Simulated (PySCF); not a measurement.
## TDDFT excited states: C4H8

Compound: C4H8.
Z-matrix (Å and degrees, GFN2-xTB geometry), rows numbered from 1:
```
C 
C   1  1.4939
C   2  1.3240  1  127.79
C   3  1.4941  2  127.71  1    -0.07
H   1  1.0901  2  109.78  3  -120.94
H   1  1.0900  2  109.73  3   121.11
H   1  1.0854  2  112.49  3     0.11
H   2  1.0833  1  113.84  3   180.00
H   3  1.0835  2  118.39  1  -179.95
H   4  1.0854  3  112.41  2     0.15
H   4  1.0901  3  109.81  2   121.16
H   4  1.0902  3  109.79  2  -120.84
```

Theory: PySCF, TDDFT CAM-B3LYP/def2-SVPD, vertical, gas phase, core orbitals frozen in the response.

```tsv
state	E (eV)	λ (nm)	f	symmetry	main configurations (H = HOMO, L = LUMO)
S1	6.76	183.5	0.0036	B1 or B2	H→L (86%), H→L+3 (13%)
S2	7.46	166.1	0.019	B1 or B2	H→L+3 (84%), H→L (13%)
S3	7.53	164.7	0.511	B1 or B2	H→L+1 (96%)
S4	7.76	159.8	0.0000	–	H→L+2 (91%)
S5	8.36	148.3	0.0000	–	H-1→L+1 (96%)
S6	8.62	143.9	0.0000	–	H→L+4 (90%)
S7	9.03	137.2	0.024	B1 or B2	H→L+8 (84%), H→L+6 (10%)
S8	9.10	136.3	0.032	A1	H→L+5 (90%), H→L+9 (8%)
```

Triplets, Tamm–Dancoff:

| state | E (eV) | λ (nm) | main configurations (H = HOMO, L = LUMO) |
| --- | --- | --- | --- |
| T1 | 4.49 | 275.9 | H→L+1 (95%) |
| T2 | 6.62 | 187.2 | H→L (83%), H→L+3 (15%) |
| T3 | 7.38 | 168.1 | H→L+3 (81%), H→L (14%) |

The lowest singlet lies at 6.76 eV (184 nm, vacuum ultraviolet) and is very weak; its leading configuration is HOMO→LUMO (86%). The most intense listed level is S3 at 7.53 eV (165 nm, f = 0.511), 0.77 eV above S1. Löwdin shares by element: HOMO carbon 84% (atoms not listed hold the other 16%); LUMO carbon 60% (atoms not listed hold the other 40%). The oscillator strengths of these states sum to 0.589; summed over the whole spectrum of an exact calculation they would give the number of electrons, 32 (Thomas–Reiche–Kuhn). Orbital energies (eV): HOMO-3 -12.28, HOMO-2 -11.70, HOMO-1 -10.70, HOMO -8.27, LUMO 1.54, LUMO+1 1.98, LUMO+2 2.24. Weighted by f, the mean energy of these states is 7.67 eV. Symmetry labels in C2v follow from the direction of the transition dipole and are given only for states with f of 0.002 or more; B1 and B2 swap with the choice of axes. The window holds the lowest 8 singlets.
